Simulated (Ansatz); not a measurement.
## Pulling the pair apart

The pair of CH4 (SMILES C, atoms 1–5) and Cl2 (SMILES ClCl, atoms 6–7), both closed shells, in one local arrangement (a lower one may exist), relaxed at PBE0-D4/def2-TZVP:

```
atom    x (Å)    y (Å)    z (Å)
  C1   0.1384   0.1282  -1.0529
  H2   0.7571  -0.7352  -0.8097
  H3   0.0413   0.2144  -2.1349
  H4   0.6038   1.0298  -0.6556
  H5  -0.8479   0.0037  -0.6069
 Cl6   0.6337  -0.1880   2.6904
 Cl7  -1.3262  -0.4529   2.5697
```

Cl2 is shifted rigidly along the line between the mean atom positions of the two fragments (negative: closer). Counterpoise interaction energies in kcal/mol. Program: Ansatz 0.2.0. Basis: def2-TZVPPD. Cores are frozen in the correlated methods. B3LYP uses VWN-RPA correlation.

```csv
shift (Å),PBE-D4,MP2,B3LYP-D4
-0.38,-0.24,-0.11,-0.04
-0.19,-0.72,-0.54,-0.51
0.00,-0.86,-0.66,-0.63
0.19,-0.83,-0.63,-0.58
0.45,-0.68,-0.52,-0.44
0.95,-0.38,-0.30,-0.20
1.89,-0.08,-0.10,-0.02
3.79,0.02,-0.02,0.04
```

At the largest shift the D4 term itself is slightly repulsive (PBE-D4 +1.0 meV, B3LYP-D4 +1.8 meV): a quirk of that model, not of the functional.

(1) What does CCSD(T) give at these shifts? (An estimate is asked for; the value comes from the calculation.)

The T1 diagnostic stays at or below 0.009.

## Answers

(1) Computed: 0.06, -0.43, -0.58, -0.57, -0.47, -0.28, -0.09, -0.01 kcal/mol. For zero shift, CCSD(T) at an estimated basis limit (MP2 extrapolated from triple and quadruple zeta, plus CCSD(T) − MP2 in triple zeta) gives -0.74 kcal/mol. These are counterpoise interaction energies, counted from the two frozen fragments.

For scale, one of the runs: CCSD(T)/def2-TZVPPD, 207 basis functions, launched by `ansatz run in.yaml --threads 2 --pin off --events-out ev --progress --plain --max-ram 5222MiB`. The run took 66 s on 2 CPU threads of an Arm Neoverse V1 (shared host), with 2.6 GiB of host memory at its peak.
